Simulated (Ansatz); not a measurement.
# Which is lower?

Two relaxed structures of BH2O (charge -1), closed shell (PBE0-D4/def2-TZVPD; forces vanish, vibrations not checked).

A:

```xyz
4
angstrom
B 0.1158 0.0533 0.0251
O 0.9470 -0.5177 1.0029
H -0.9761 -0.5539 0.1075
H 1.7770 -0.0519 0.9365
```

B:

| atom | x (Å) | y (Å) | z (Å) |
| --- | --- | --- | --- |
| B1 | 0.0278 | -0.0087 | 0.0176 |
| O2 | 1.0763 | -0.3364 | 0.6810 |
| H3 | -1.0981 | -0.5697 | 0.1471 |
| H4 | -0.0060 | 0.9148 | -0.8456 |

Computed with Ansatz 0.2.0 (basis: def2-TZVPPD); correlated methods freeze the cores. B3LYP uses VWN-RPA correlation.

Problem. Which structure is lower at CCSD(T), and by how much? (An estimate is asked for; the value comes from the calculation.)

Solution. The calculation gives: B, by 55.07 kcal/mol (electronic energy, against the other). By their contacts, A is BH₂O ([BH][OH]), total charge -1 and B is BH₂O ([BH2][O]), total charge -1.

All methods give the same order:

```
   method  E(B) − E(A) (kcal/mol)
   PBE-D4                  -56.34
r2SCAN-D4                  -57.92
  PBE0-D4                  -56.18
 B3LYP-D4                  -57.82
  wB97M-V                  -55.68
       HF                  -54.27
      MP2                  -59.07
     CCSD                  -54.76
  CCSD(T)                  -55.07
```

No T1 diagnostic of these runs exceeds 0.019. The restricted Hartree–Fock reference is unstable towards an unrestricted one at one or more of these structures.

Labels in which every atom is bracketed show which atoms are joined, not bond orders.

For scale, one of the runs: CCSD(T)/def2-TZVPPD, 111 basis functions, launched by `ansatz run in.yaml --threads 2 --pin off --events-out ev --progress --plain --max-ram 4352MiB`. Hardware: 2 CPU threads of an Arm Neoverse V1, shared host. Wall time about 3.5 s.
